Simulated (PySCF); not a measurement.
**Computed NMR parameters against published values**

Bonds (- single, = double, # triple, : aromatic): C1-N2, N2-C3, C3-C4, C3-C5, C3-C6. C1 carries H7, H8, H9; N2 carries H10; C4 carries H11, H12, H13; C5 carries H14, H15, H16; C6 carries H17, H18, H19.

PySCF calculation with geometry: GFN2-xTB and NMR shieldings at PBE0/pcSseg-1/GIAO; no relativistic terms, single conformer, gas phase, rapidly exchanging positions averaged.

Reference values: measured (solution, not stated per compound (mostly CDCl3 or CCl4); Pretsch, Buehlmann, Badertscher, Structure Determination of Organic Compounds, 4th ed. (2009)).
| atoms | quantity | reference | computed | computed, scaled |
| --- | --- | --- | --- | --- |
| C3 | δ ¹³C | 50.4 | 51.7 | 48.3 |
| C4/C5/C6 | δ ¹³C | 28.2 | 30.4 | 27.5 |

Computed shifts are σ(ref) − σ with the named reference compound (TMS for H and C) calculated as an isolated molecule at the same level. The measured values may be among those fitted. Empirical linear scaling, fitted to shifts measured mostly in CDCl3 for H and C (δ vs TMS): ¹³C (scatter 2.1 ppm rms, 2.3 ppm with the 13 outliers that the fit left out). Occasional misses reach two or three times the rms, and more in compound classes unlike the fitted ones.

Q: How far are the unscaled ¹³C shifts from the references?

A: Mean signed difference +1.75 ppm, mean absolute 1.75 ppm over 2 comparisons; the largest is +2.2 ppm at C4/C5/C6 (methyl carbon).

The carbons averaged at δ 30.4 differ by 8 ppm in this conformer.
